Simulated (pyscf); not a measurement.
Optimised with ωB97X-D3(BJ)/def2-SVP in PySCF. MP2 and CC: frozen core, UHF for open shells. ΔMP2 is the change of the MP2 total energy from the triple- to the quadruple-zeta basis.

SMILES: [GeH2]([F])[F]
```xyz
5

F      1.7483    -0.7185    -0.8693
Ge     0.2019    -0.1240    -0.3693
F      0.1730     1.5342    -0.8637
H     -0.8682    -0.8714    -1.1589
H      0.1514    -0.1642     1.1547
```

List the bond dissociation enthalpies at 298 K of F–GeH₂–F from CCSD(T)/def2-TZVPP + ΔMP2(QZVPP), from the weakest bond up.

Ge–H to F–GeH•–F + H•: 87.4 kcal/mol; F–Ge to F• + F–GeH₂•: 132.5 kcal/mol. Ring and multiple bonds, and those that leave no two simple radicals, are not listed. The CCSD(T) − MP2 part came from Ansatz, without density fitting, on the same reference. The frozen core leaves the outer d or s,p core shells of the metals and heavy elements correlated in the MP2 and CC values, and def2-TZVPP describes them poorly, which can shift differences by a few kcal/mol. Left out: the spin-orbit lowering of F. Elements up to Kr have no core potential and no relativistic terms here.
